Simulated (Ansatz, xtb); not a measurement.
# Isomers of C2H3S− in order of energy

4 gas-phase structures of C2H3S−, found in a search over its isomers (lower ones may exist). Each was relaxed with GFN2-xTB:

A. `[CH-]1CS1`, a singlet
B. `C[C-]=S`, a singlet
C. `C=C[S-]`, a singlet
D. `C=[C-]S`, a singlet

Make a reasoned guess at their ranking by r2SCAN-D4/def2-SVPD single-point energy.

Calculated order at r2SCAN-D4/def2-SVPD: C (0.000), B (1.823), D (2.071), A (2.270) eV.

Energies above the lowest of each column, in eV; the last columns are at PBE0-D3(BJ)/def2-SVPD geometries and were run for some of them only (a dash: not run or not comparable):

```
structure  GFN2-xTB  HF/STO-3G  r2SCAN-D4/def2-SVPD  PBE0-D3(BJ)/def2-SVPD  CCSD(T)/def2-SVPD + ΔMP2/def2-TZVPPD
        C     0.000      0.000                0.000                  0.000                                 0.000
        B     1.761      1.688                1.823                  1.857                                 1.672
        D     2.218      1.400                2.071                  2.093                                 1.880
        A     1.776      1.384                2.270                      –                                     –
```

Every level run on C puts it lowest or level with the lowest. Some further structures that were screened fall inside this span and aren't listed. Flexible structures stand in one conformer each, not always the lowest. Frequencies (PBE0-D3(BJ)/def2-SVPD) were run for B, C, D alone. The ΔMP2 step shifts differences by up to 0.170 eV, which makes them less sure. Large T1 diagnostics make some coupled-cluster values less sure. ΔMP2 is the change of the MP2 energy from the smaller to the larger basis.

Over these structures GFN2-xTB departs from r2SCAN-D4/def2-SVPD by 0.196 eV on average once a common shift is removed. A GFN2-xTB relaxation took about 0.2 s and the r2SCAN-D4/def2-SVPD energy about 3.3 s on a shared host (Ansatz 0.2.0, xtb 6.7.1).
